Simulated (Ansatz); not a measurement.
Basis-set extrapolation for C3H3NS (`c1cscn1`) (PBE0-D4/def2-TZVP geometry, frozen core, the Gaussian-basis code of Ansatz). Multiplicity 1, RHF reference.

|  | def2-TZVPP | def2-QZVPP |
| --- | --- | --- |
| HF | -567.384665 | -567.403133 |
| MP2 correlation | -0.846592 | -0.905814 |
| CCSD(T) correlation | -0.911675 | not run |

Energies in hartree. Use E(X) = E(∞) + A·exp(−7.88·√X) for Hartree–Fock and E(X) = E(∞) + B·X^(−2.97) for correlation, with X = 3 and 4, and add CCSD(T) minus MP2 of the smaller set to the MP2 limit.

Task: What is the CCSD(T) energy at the basis-set limit?

Result: HF limit: -567.403133 + (-0.018468) × 0.13774 = -567.40568. MP2 limit: -0.905814 + (-0.059222) × 0.74074 = -0.94968. Higher-order term: -0.911675 − (-0.846592) = -0.06508. Total: -568.42044 hartree, 325.8 kJ/mol below CCSD(T)/def2-TZVPP.
